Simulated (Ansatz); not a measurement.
**C₂H₃S radical (built from SMILES C#C.[SH]): search for a transition state**

Is there a first-order saddle for this radical addition, which should form C1–S3, and which two structures does it connect?

Program: Ansatz 0.2.0, Gaussian basis. Level of theory: PBE0-D4, def2-SVP first, then def2-TZVP. These are calculated values, not measurements.

90 further runs of the same task are left out: 90 set aside as unsound or not needed.

**1. The starting structure**

The guess: 6 atoms, charge 0, spin multiplicity 2.

Atoms are counted from 1 here; the program's logs count them from 0.

Bond lengths: C1–C2 1.215 Å, C1–H4 1.056 Å, C2–H5 1.052 Å, S3–H6 1.329 Å. Angles: C2–C1–H4 155.5°, C1–C2–H5 165.6°.

Coordinates:

```xyz
6
charge 0, multiplicity 2
C    -0.7407    0.0305    0.0721
C    -0.5163    1.1500   -0.3427
S     1.0796   -1.3807   -0.3397
H    -1.3075   -0.7211    0.5500
H    -0.1011    2.0061   -0.7920
H     1.5861   -1.0848    0.8523
```

Distances that are to change: C1–S3 2.34 Å.

**2. Constrained relaxation of the guess**

Input file hold/in.yaml:

```yaml
crystal:
  periodic: [false, false, false]
  atoms:
    - {symbol: C, position_ang: [-0.740700, 0.030500, 0.072100]}
    - {symbol: C, position_ang: [-0.516300, 1.150000, -0.342700]}
    - {symbol: S, position_ang: [1.079600, -1.380700, -0.339700]}
    - {symbol: H, position_ang: [-1.307500, -0.721100, 0.550000]}
    - {symbol: H, position_ang: [-0.101100, 2.006100, -0.792000]}
    - {symbol: H, position_ang: [1.586100, -1.084800, 0.852300]}
basis:
  gaussian: {orbitals: def2-SVP}
magnetization: {spin_polarized: true, initial_magnetization: 1}
hamiltonian: {xc: pbe0, dispersion: d4}
relax: {f_tol: 0.08, max_steps: 120, escape_saddle: false, constraints: [{distance: [0, 2]}]}
```

The run is started by

```
$ ansatz run in.yaml --threads 2 --pin off --events-out ev --progress --plain --max-ram 4352MiB
```

The runs that follow: A starting Hessian; Saddle search in the small basis; Saddle search in triple zeta; Checking the order of the point; Relaxing after a step of 0.30 Å one way along the mode; Relaxing after a step of 0.30 Å the other way along the mode.

What does the calculation give? Wanted: imaginary mode; barrier from the start side; barrier from the end side; energy of the step; pairs that change; zero-point energy at the saddle.

The runs gave:

| quantity | value |
| --- | --- |
| imaginary mode | 262i cm⁻¹ |
| barrier from the start side | 3.6 kJ/mol |
| barrier from the end side | 75.3 kJ/mol |
| energy of the step | -71.7 kJ/mol |
| pairs that change | C1–S3 formed |
| zero-point energy at the saddle | 0.946 eV |

The point has a single imaginary mode (262i cm⁻¹), as a transition state must. Going downhill both ways gives the intended start and end. At PBE0-D4/def2-TZVP the electronic barrier is 3.6 kJ/mol, about 1 kT at 298 K, and the step runs 71.7 kJ/mol downhill. A step off the saddle overshot and began above it in energy, so the link to its end is likely but not proven. Lower complexes than these ends may exist.
